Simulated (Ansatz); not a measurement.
Process, species as SMILES: O=C=S + 4 [H][H] (H2) → C (CH4) + O (H2O) + S (H2S)
B3LYP-D3(BJ)/def2-TZVP geometries, fixed; electronic energies without zero-point terms.

Energies in hartree at B3LYP with Ansatz (an electronic-structure program); the energy of full hydrogenation is their sum with the coefficients shown, times 627.509 kcal/mol a hartree. All functions are spherical. The program fits the integrals of some runs and decomposes those of others, by size. No added dispersion term, no relativity.

| species | coefficient | part | cc-pV(D+d)Z | cc-pV(T+d)Z | cc-pV(Q+d)Z |
|---|---|---|---|---|---|
| O=C=S | -1 | B3LYP | -511.57064 | -511.62007 | -511.63303 |
| [H][H] (H2) | -4 | B3LYP | -1.17339 | -1.18000 | -1.18053 |
| C (CH4) | +1 | B3LYP | -40.51605 | -40.53824 | -40.54150 |
| O (H2O) | +1 | B3LYP | -76.42043 | -76.45982 | -76.46963 |
| S (H2S) | +1 | B3LYP | -399.41313 | -399.43292 | -399.43724 |

Q: Predict the energy of full hydrogenation in cc-pV(5+d)Z (X = 5): let each B3LYP step shrink by the ratio of the last two. Compare with the run.

A: 
- O=C=S: steps -0.04943 and -0.01296, ratio 0.262, so B3LYP -511.63643 (run: -511.63892).
- [H][H] (H2): steps -0.00661 and -0.00053, ratio 0.080, so B3LYP -1.18057 (run: -1.18069).
- C (CH4): steps -0.02219 and -0.00326, ratio 0.147, so B3LYP -40.54198 (run: -40.54262).
- O (H2O): steps -0.03939 and -0.00981, ratio 0.249, so B3LYP -76.47207 (run: -76.47334).
- S (H2S): steps -0.01979 and -0.00432, ratio 0.218, so B3LYP -399.43818 (run: -399.44065).
Predicted -58.68 kcal/mol; the run in cc-pV(5+d)Z gives -59.57, a miss of 0.88. Keeping the value in cc-pV(Q+d)Z, -58.50, would miss by 1.07. All sums are of the energies as printed.
